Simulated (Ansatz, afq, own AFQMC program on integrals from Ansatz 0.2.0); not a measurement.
Where AFQMC and coupled cluster stand for HBrF, doublet

```xyz
3

Br    0.0000    0.0000   -1.4147
H     0.0000    0.0000    0.2153
F     0.0000    0.0000    1.1993
```

Connectivity, by distances: Br ··· F, 1 bridging H.

Basis cc-pVTZ. Noble-gas cores (and the filled d shells of Ga–Kr and In–Xe) are frozen. Integrals, coupled cluster, full CI and functionals: Ansatz 0.2.0; the random walks run on the same integrals in our own AFQMC program. ph-AFQMC/CISD is guided by a CISD state made of CCSD amplitudes; releasing the constraint for a short imaginary time cuts its bias at the price of noise, slowly where states lie close. Uncertainties: one standard error, sampling alone. No spin–orbit coupling.

Determinant: UHF, the one that the program's search chose, which needn't be the lowest solution. The geometry is a point of a scan.

No full CI on the walks' own integrals is used here; CCSDT(Q) serves as the reference and is uncertain by about the last step of the cluster series.

Cautions: no relativity below Rb; no spin-orbit coupling; inner d shell frozen.

- T1 diagnostic: 0.0111
- weight of the determinant in the CISD state: 0.889
- ⟨S²⟩ of the determinant: 0.759
- size of the correlated space: 15 electrons in 72 orbitals

| level | correlation energy (eV) |
| --- | --- |
| MP2 | -11.3986 |
| CCSD | -11.9141 |
| CCSD(T) | -12.2580 |

Estimate where phaseless AFQMC with a CISD trial lies against CCSD(T) on the same integrals.

0.56 ± 0.14 kcal/mol below CCSD(T).

Reference: CCSDT(Q), correlation energy -12.287 eV. The released energy is read at 1.50 1/Eh (meV from the phaseless value at times in 1/Eh: -2 ± 7 at 0.24, 1 ± 6 at 0.51, -10 ± 7 at 0.99, 0 ± 9 at 1.50).

```
         level  E − E(reference) (kcal/mol)  share of correlation (%)
       CCSD(T)                         0.66                     99.77
         CCSDT                         0.29                     99.90
 ph-AFQMC/CISD                  0.10 ± 0.14                     99.96
released AFQMC                  0.09 ± 0.20                     99.97
```

A walk keeps the symmetry of its determinant, which the program's search chose and which needn't be the lowest solution, so a lower state of the same spin and another symmetry isn't excluded. Released energies are given only where the last usable release times agree within the noise; a slower fall can still hide under it.
